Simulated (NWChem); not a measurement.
# doublet N2O+ at 6 levels

Wanted: a comparison of 6 runs (UBLYP/cc-pVTZ, U-r2SCAN/cc-pVTZ, U-revPBE/cc-pVTZ, UB3LYP/cc-pVTZ, UM06-L/cc-pVTZ, USVWN5/cc-pVTZ) of doublet N2O+. 

The results are computed with NWChem 7.3.0.

## (1) The structure to begin with

N2O+ has 3 atoms, charge +1, and is taken as a doublet. SMILES of the parent species: `N#[N+][O-]`. The shape is that of a PBE0-D4/def2-TZVP optimisation. That shape belongs to the parent species and isn't relaxed for this state.

Bond lengths: N1–N2 1.118 Å, N2–O3 1.174 Å. Angles: N1–N2–O3 180.0°.

## (2) A single-point energy at UBLYP/cc-pVTZ (run 1)

Input file n2o.nw:

```
start n2o
memory total 2200 mb
charge 1

geometry units angstroms noautosym nocenter noautoz
 N       -0.511700       1.001300      -0.167900
 N       -0.008400       0.016500      -0.002800
 O        0.520100      -1.017800       0.170700
end

basis "ao basis" spherical bse
 * library cc-pVTZ
end

dft
 xc becke88 lyp
 mult 2
 grid fine
 convergence energy 1e-08
 maxiter 100
 mulliken
 print low
end

task dft energy
```

Started as:

```console
nwchem n2o.nw > n2o.out
```

What it wrote:

```text
[...]
 d= 0,ls=0.0,diis     1   -184.1893877250 -2.46D+02  6.11D-03  2.62D-01     2.2
[...]
 d= 0,ls=0.5,diis    20   -184.2582173587 -7.15D-09  1.25D-07  9.70D-09    33.7
[...]
         Total DFT energy =     -184.258217361933
      One electron energy =     -363.985273007325
           Coulomb energy =      140.296669034309
    Exchange-Corr. energy =      -21.917479562470
 Nuclear repulsion energy =       61.347866173554
[...]
      Total Density - Mulliken Population Analysis
     ---------------------------------------------
    Atom       Charge   Shell Charges
 -----------   ------   -------------------------------------------------------
    1 N    7     6.74   1.95  0.27  1.01  0.63  0.92  1.44  0.43  0.02  0.06  0.01
    2 N    7     6.50   1.95  0.25  0.85  0.12  1.08  1.69  0.39  0.02  0.14  0.02
    3 O    8     7.76   1.94  0.29  1.05  0.58  1.24  1.87  0.74  0.01  0.04  0.00
[...]
      <S2> =      0.7576 (Exact =     0.7500)
[...]
```

Wall time 36 s (1 thread of Intel Xeon Platinum 8259CL at 2.50GHz (Skylake/Cascade Lake), shared host); peak memory 0.11 GiB.

## (3) A single-point energy at U-r2SCAN/cc-pVTZ (run 2)

Input file n2o.nw:

```
start n2o
title "N2O r2SCAN"
memory total 2200 mb
charge 1

geometry noautosym nocenter noautoz
  N    -0.511700    1.001300   -0.167900
  N    -0.008400    0.016500   -0.002800
  O     0.520100   -1.017800    0.170700
end

basis "ao basis" spherical bse
  * library cc-pVTZ
end

dft
  xc r2scan
  mult 2
  grid fine
  convergence energy 1e-08
  maxiter 100
  mulliken
end

task dft energy
```

Started as:

```console
nwchem n2o.nw > n2o.out
```

What it wrote:

```text
[...]
          Wavefunction type:  spin polarized.
          No. of atoms     :     3
          No. of electrons :    21
[...]
          Charge           :     1
          Spin multiplicity:     2
[...]
          AO basis - number of functions:    90
[...]
              XC Information
              --------------
                      r^2SCAN Method XC Functional
               r^2SCAN metaGGA Exchange Functional  1.000
                     r^2SCAN Correlation Potential  1.000
[...]
 d= 0,ls=0.0,diis     1   -184.1163565855 -2.45D+02  5.27D-03  2.01D-01     2.4
[...]
 d= 0,ls=0.0,diis    13   -184.1802414398 -5.94D-09  3.31D-07  1.39D-09    25.0
[...]
         Total DFT energy =     -184.180241439837
      One electron energy =     -363.891104470268
           Coulomb energy =      140.206258575282
    Exchange-Corr. energy =      -21.843261718405
 Nuclear repulsion energy =       61.347866173554
[...]
      Total Density - Mulliken Population Analysis
     ---------------------------------------------
    Atom       Charge   Shell Charges
 -----------   ------   -------------------------------------------------------
    1 N    7     6.76   1.96  0.26  1.03  0.65  0.89  1.49  0.40  0.02  0.06  0.01
    2 N    7     6.46   1.95  0.23  0.87  0.10  1.04  1.75  0.33  0.02  0.14  0.02
    3 O    8     7.78   1.95  0.28  1.07  0.61  1.21  1.93  0.70  0.01  0.04  0.00
[...]
      <S2> =      0.7715 (Exact =     0.7500)
[...]
```

Wall time 26 s (1 thread of Intel Xeon Platinum 8259CL at 2.50GHz (Skylake/Cascade Lake), shared host); peak memory 0.12 GiB.

Runs 3 to 5 aren't shown in full; the table further down has their settings and results.

## (4) A single-point energy at USVWN5/cc-pVTZ (run 6)

Input file m1.xyz:

```xyz
3

N     -0.511700     1.001300    -0.167900
N     -0.008400     0.016500    -0.002800
O      0.520100    -1.017800     0.170700
```

Input file run.py:

```python
from ase.io import read
from ase.calculators.nwchem import NWChem

mol = read('m1.xyz')

calc = NWChem(
    label='m1',
    theory='dft',
    memory='2200 mb',
    basis='cc-pVTZ',
    basispar='spherical bse',
    charge=1,
    dft={'xc': 'slater vwn_5', 'mult': '2', 'grid': 'fine', 'convergence': 'energy 1e-08', 'iterations': '100', 'mulliken': None},
    task='energy',
)
mol.calc = calc

print(f"energy = {mol.get_potential_energy():.6f} eV")
```

Started as:

```console
export ASE_NWCHEM_COMMAND="nwchem PREFIX.nwi > PREFIX.nwo"
python run.py
```

What it wrote:

```text
energy = -4976.243650 eV
```

The calculator wrote m1.nwi:

```
title "m1"

permanent_dir m1

scratch_dir m1

start m1

geometry units angstrom nocenter noautosym noautoz
  N  -5.1170000000000004e-01 1.0013000000000001e+00 -1.6789999999999999e-01
  N  -8.3999999999999995e-03 1.6500000000000001e-02 -2.8000000000000000e-03
  O  5.2010000000000001e-01 -1.0178000000000000e+00 1.7069999999999999e-01
end

charge 1

memory 2200 mb

basis spherical bse noprint
   * library cc-pVTZ
end

dft
  xc slater vwn_5
  mult 2
  grid fine
  convergence energy 1e-08
  iterations 100
  mulliken
end

task dft energy
```

m1.nwo:

```text
Northwest Computational Chemistry Package (NWChem) 7.3.0
             --------------------------------------------------------

           Job information
           ---------------

    nwchem branch   = 7.3.0
    use scalapack   = T
    input           = m1.nwi
    prefix          = m1.
    data base       = m1/m1.db
    status          = startup
    nproc           =        1

           Memory information
           ------------------

    heap     =     72089596 doubles =      550.0 Mbytes
    stack    =     72089601 doubles =      550.0 Mbytes
    global   =    144179200 doubles =     1100.0 Mbytes (distinct from heap & stack)
    total    =    288358397 doubles =     2200.0 Mbytes
    verify   = yes
    hardfail = no

[... 85 lines left out ...]
  convergence criterion.
[... 17 lines left out ...]
          Convergence on gradient requested:  5.00D-04
[... 21 lines left out ...]
          Convergence aids based upon iterative change in
[... 30 lines left out ...]
 1-e energy   =    -355.200338
[... 49 lines left out ...]
         Total DFT energy =     -182.873582624631
[... 2 lines left out ...]
    Exchange-Corr. energy =      -20.453505146951
[... 639 lines left out ...]
                     DFT Final Beta Molecular Orbital Analysis
[... 716 lines left out ...]
 center of mass
 --------------
 x =   0.04449151 y =  -0.08706682 z =   0.01460238

 moments of inertia (a.u.)
 ------------------
         112.051455213246          55.694056057643          -9.339887529915
          55.694056057643          31.525739593736          18.277008774645
          -9.339887529915          18.277008774645         137.447089566945

     Multipole analysis of the density
     ---------------------------------

     L   x y z        total         alpha         beta         nuclear
     -   - - -        -----         -----         ----         -------
     0   0 0 0      1.000000    -11.000000    -10.000000     22.000000

     1   1 0 0      0.033552     -0.576753     -0.372542      0.982846
[... 8 lines of this table left out ...]
     2   0 0 2     -9.407323     -5.931236     -5.013414      1.537328

 Task  times  cpu:       25.4s     wall:       25.4s
 Total times  cpu:       25.4s     wall:       25.4s
```

Run time: 27 s. Hardware: 1 thread of Intel Xeon Platinum 8259CL at 2.50GHz (Skylake/Cascade Lake), shared host; peak memory 0.11 GiB.

## (5) All runs side by side

```tsv
run	level	energy (Eh)	⟨S²⟩	wall time
1	UBLYP/cc-pVTZ	-184.258217	0.758	36 s
2	U-r2SCAN/cc-pVTZ	-184.180241	0.771	26 s
3	U-revPBE/cc-pVTZ	-184.234634	0.759	37 s
4	UB3LYP/cc-pVTZ	-184.260860	0.768	23 s
5	UM06-L/cc-pVTZ	-184.251574	0.766	27 s
6	USVWN5/cc-pVTZ	-182.873583	0.754	27 s
```

## (6) What came out

| quantity | value |
| --- | --- |
| run 6: total energy | -182.87358 Eh |
| run 6: HOMO energy (highest over α and β) | -18.11 eV |
| run 6: LUMO energy (lowest over α and β) | -18.05 eV |
| run 6: ⟨S²⟩ | 0.754 |

Totals of different functionals can't be ranked against each other. All runs together took 2.9 min, the longest 37 s.
